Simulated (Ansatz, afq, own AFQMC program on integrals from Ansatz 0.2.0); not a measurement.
BNH₅, doublet: AFQMC among the cluster methods

```xyz
7

N    -1.1160   -0.0191   -0.0297
H    -1.4133    0.9487   -0.0297
H    -1.4133   -0.4214    0.8505
H     0.0619   -0.0191   -0.0297
B     1.3559   -0.0191   -0.0297
H     1.8650   -0.0191    1.0473
H     1.8650   -0.0191   -1.1067
```

Basis cc-pVDZ. Noble-gas cores (and the filled d shells of Ga–Kr and In–Xe) are frozen. Ansatz 0.2.0 and our own AFQMC program on the same integrals; the CISD trial comes from CCSD amplitudes, and released means the phaseless constraint is let go. Error bars are statistical, one sigma.

Determinant: UHF, the one that the program's search chose, which needn't be the lowest solution. The geometry is a point of a scan.

No full CI on the walks' own integrals is used here; CCSDT(Q) serves as the reference and is uncertain by about the last step of the cluster series.

The T1 diagnostic is 0.0147, the weight of the determinant in the CISD state is 0.884 and the ⟨S²⟩ of the determinant is 0.773. The size of the correlated space is 13 electrons in 51 orbitals.

Reference: CCSDT(Q), correlation energy -8.470 eV. The released energy is read at 2.40 1/Eh (meV from the phaseless value at times in 1/Eh: -6 ± 3 at 0.24, -8 ± 3 at 0.51, -10 ± 3 at 0.99, -13 ± 5 at 1.62, -14 ± 6 at 2.40).

| level | E − E(reference) (kJ/mol) | share of correlation (%) |
| --- | --- | --- |
| HF | 817.2 | 0.00 |
| MP2 | 120.9 | 85.21 |
| CCSD | 21.4 | 97.38 |
| CCSD(T) | 3.6 | 99.56 |
| CCSDT | 1.3 | 99.84 |
| ph-AFQMC/CISD | 1.2 ± 0.3 | 99.85 |
| released AFQMC | -0.1 ± 0.6 | 100.02 |

Released energies are given only where the last usable release times agree within the noise; a slower fall can still hide under it.
